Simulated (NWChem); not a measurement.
# One shape, several levels: CClO+ (SMILES [O+]#CCl)

Aim: a comparison of 6 runs (HF/3-21G, HF/def2-SVP, M06-2X/def2-SVP, PBE/3-21G, B3LYP/6-31G*, CCSD(T)/6-31G*) of CClO+. 

The calculation is run with NWChem 7.3.0.

**1. The structure to begin with**

CClO+: 3 atoms, total charge +1, spin state singlet. SMILES: `[O+]#CCl`. Geometry: relaxed at GFN2-xTB.

Bond lengths: O1–C2 1.122 Å, C2–Cl3 1.528 Å. Angles: O1–C2–Cl3 179.7°.

**2. Energy and forces at HF/3-21G (run 1)**

mol.nw

```
start mol
title "CClO"
memory stack 880 mb heap 220 mb global 1100 mb
charge 1

geometry noautosym nocenter noautoz
 O       -0.677350       1.027910      -0.255880
 C       -0.074560       0.109500      -0.028570
 Cl       0.751910      -1.137410       0.284450
end

basis spherical bse
 O library 3-21G
 C library 3-21G
 Cl library 3-21G
end

scf
 nopen 0
 rhf
 thresh 1e-08
 maxiter 80
 print medium
end

task scf gradient
```

Run with:

```bash
$ nwchem mol.nw > mol.out
```

Log:

```text
[...]
  functions       =    31
[...]
  wavefunction    = RHF
[...]
         Total SCF energy =   -568.996462883745
      One-electron energy =   -943.255242699942
      Two-electron energy =    289.143786272082
 Nuclear repulsion energy =     85.114993544115
        Time for solution =      0.6s
[...]
                         RHF ENERGY GRADIENTS
    atom               coordinates                        gradient
                 x          y          z           x          y          z
   1 O      -1.280006   1.942468  -0.483543   -0.015285   0.023991  -0.005686
   2 C      -0.140898   0.206925  -0.053989    0.067821  -0.103765   0.025527
   3 Cl      1.420904  -2.149393   0.537533   -0.052536   0.079774  -0.019841
[...]
```

Wall time 1.4 s (1 thread of Intel Xeon Platinum 8259CL at 2.50GHz (Skylake/Cascade Lake), shared host); peak memory 0.099 GiB.

**3. Energy and forces at HF/def2-SVP (run 2)**

work.nw

```
start work
memory 2200 mb
charge 1

geometry units angstrom noautosym nocenter noautoz
  O       -0.677350       1.027910      -0.255880
  C       -0.074560       0.109500      -0.028570
  Cl       0.751910      -1.137410       0.284450
end

basis spherical bse
  * library def2-SVP
end

scf
  thresh 1e-08
  maxiter 80
  print medium
end

task scf gradient
```

Run with:

```bash
$ nwchem work.nw > work.out
```

Log:

```text
[...]
  functions       =    46
[...]
  wavefunction    = RHF
[...]
         Total SCF energy =   -571.639970048763
      One-electron energy =   -946.695274154297
      Two-electron energy =    289.940310561419
 Nuclear repulsion energy =     85.114993544115
        Time for solution =      2.4s
[...]
                         RHF ENERGY GRADIENTS
    atom               coordinates                        gradient
                 x          y          z           x          y          z
   1 O      -1.280006   1.942468  -0.483543   -0.043301   0.066526  -0.016267
   2 C      -0.140898   0.206925  -0.053989    0.066797  -0.102377   0.025122
   3 Cl      1.420904  -2.149393   0.537533   -0.023496   0.035851  -0.008854
[...]
```

It took 4.2 s on 1 thread of Intel Xeon Platinum 8259CL at 2.50GHz (Skylake/Cascade Lake), shared host; peak memory 0.098 GiB.

Runs 3 to 5 aren't shown in full; the table further down has their settings and results.

**4. The energy at CCSD(T)/6-31G(d) (spherical functions) (run 6)**

sp.nw

```
start sp
memory stack 880 mb heap 220 mb global 1100 mb
charge 1
geometry noautosym nocenter noautoz
  O     -0.677350     1.027910    -0.255880
  C     -0.074560     0.109500    -0.028570
  Cl     0.751910    -1.137410     0.284450
end
basis spherical bse
  * library 6-31G*
end
scf
  thresh 1e-08
  maxiter 80
end
ccsd
  freeze core 7
  maxiter 60
end
task ccsd(t) energy
```

Run with:

```bash
$ nwchem sp.nw > sp.out
```

Log:

```text
[...]
  functions       =    46
[...]
  wavefunction    = RHF
[...]
         Total SCF energy =   -571.854997305452
      One-electron energy =   -947.197215092861
      Two-electron energy =    290.227224243295
 Nuclear repulsion energy =     85.114993544115
        Time for solution =      4.5s
[...]
 Total MP2 energy:           -572.279522021778234
[...]
             energy      energy      error      ampl     ampl      Block
                                                time     time      time
[...]
 Total CCSD energy:           -572.287336794195085
[...]
 Total CCSD+T(CCSD) energy:           -572.306989967575305
[...]
 Total CCSD(T) energy:                -572.304809139159829
[...]
```

It took 20 s on 1 thread of Intel Xeon Platinum 8259CL at 2.50GHz (Skylake/Cascade Lake), shared host; peak memory 0.11 GiB.

**5. All runs side by side**

```csv
run,level,iteration cap,module,energy (Eh),HOMO energy (eV),LUMO energy (eV),HOMO–LUMO gap (eV),wall time
1,HF/3-21G,80,scf,-568.996463,-22.28,-4.70,17.58,1.4 s
2,HF/def2-SVP,80,scf,-571.639970,-22.34,-4.49,17.85,4.2 s
3,M06-2X/def2-SVP,100,dft,-572.865121,–,–,–,10 s
4,PBE/3-21G,100,dft,-569.973624,-17.44,-10.05,7.39,5.7 s
5,B3LYP/6-31G* (spherical functions),100,dft,-573.142711,-18.45,-9.10,9.35,11 s
6,CCSD(T)/6-31G* (spherical functions),80,ccsd(t),-572.304809,-22.21,-4.39,17.82,20 s
```

**6. Results**

| quantity | value |
| --- | --- |
| run 6: total energy | -572.30481 Eh |
| run 6: HOMO energy (Hartree–Fock orbitals) | -22.21 eV |
| run 6: LUMO energy (Hartree–Fock orbitals) | -4.39 eV |
| run 6: HOMO–LUMO gap (Hartree–Fock orbitals) | 17.82 eV |
| run 6: correlation energy (7 core orbitals frozen) | -449.8 mEh |
| run 6: (T) correction | -17.47 mEh |

In words: Over runs 1, 2, 4, 5 the HOMO–LUMO gap runs from 7.39 eV (PBE/3-21G) to 17.85 eV (HF/def2-SVP). The two ends differ in method and basis. Totals of different functionals can't be ranked against each other. All runs together took 52 s, the longest 20 s.
